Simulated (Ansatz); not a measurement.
Results of PBE (plane waves, PAW; Ansatz, a first-principles code) for fcc Ag.

Settings: plane-wave cutoff 520 eV, 18×18×18 k mesh, Fermi–Dirac smearing 0.1 eV, perturbation theory, force constants from a 6×6×6 q mesh, no spin polarisation, scalar-relativistic PAW data made under PBE.

Computed at the level's own relaxed cell. Harmonic vibrational thermodynamics at fixed volume:

```tsv
T (K)	S_vib (J/K per mol of atoms)	C_V (J/K per mol of atoms)	F_vib (eV/atom)
200	34.57	23.76	-0.0174
300	44.35	24.40	-0.0587
400	51.41	24.64	-0.1085
600	61.44	24.81	-0.2261
800	68.59	24.87	-0.3612
900	71.52	24.88	-0.4339
1000	74.14	24.89	-0.5094
```

The crystal is taken as a harmonic solid at every temperature: melting, phase changes and thermal expansion are not seen, nor the electrons' share in a metal.
